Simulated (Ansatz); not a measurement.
## Ansatz (development build ahead of 0.2.0) run

```yaml
crystal:
  periodic: [false, false, false]
  atoms:
    - { symbol: B, position_ang: [0.0, 0.0, -0.9225] }
    - { symbol: Al, position_ang: [0.0, 0.0, 0.9225] }
basis:
  gaussian: { orbitals: "6-31G" }
magnetization:
  spin_polarized: true
  initial_magnetization: 2
hamiltonian:
  xc: hf
correlation:
  method: bccd_t
  frozen_orbitals: { Al: 5, B: 1 }
```

The input is written out in the form of the current development build from the run's settings.

The run gave:

* Converged: yes
* Reference energy (starting determinant): -266.39921 hartree
* Correlation energy: -0.08209 hartree
* Total energy: -266.48130 hartree
